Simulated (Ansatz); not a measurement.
# Multireference treatment of C4H6, singlet

Calculated in Ansatz's Gaussian-basis code; CASPT2, NEVPT3, NEVPT4(SD) by development code. Basis cc-pVTZ, nonrelativistic, 4 orbitals frozen in the corrections. State-specific CASSCF; RHF is the lowest restricted (open-shell) Hartree–Fock solution met. Solutions may break the symmetry of the shape. No proof that the lowest CASSCF solution was found.

Geometry:

```xyz
10

C     0.6057    1.7466    0.0000
C     0.6057    0.4041    0.0000
C    -0.6057   -0.4041    0.0000
C    -0.6057   -1.7466    0.0000
H     1.5276    2.3174    0.0000
H    -0.3211    2.3131    0.0000
H     1.5535   -0.1336    0.0000
H    -1.5535    0.1336    0.0000
H     0.3211   -2.3131    0.0000
H    -1.5276   -2.3174    0.0000
```

Problem. What do CASSCF and its corrections give against RHF in CAS(4,4), and what are the occupations?

Solution. CASSCF -1.476 eV, SC-NEVPT2 -17.828 eV, FIC-NEVPT2 -17.839 eV, NEVPT3 -18.801 eV, NEVPT4(SD) -19.294 eV, CASPT2 (IPEA 0) -17.867 eV; occupations 1.93, 1.89, 0.12, 0.06. The MRCI reference weight is 0.865.

Problem. Roughly how much CPU time does a whole run from the default start take (median of such runs, summed over threads; nearly all runs on one pinned thread of a shared server, mostly Xeon at 2.3 to 2.6 GHz, by a development driver)?

Solution. CAS(4,4): about 38 s. Other jobs ran beside these, and the count of passes differs.
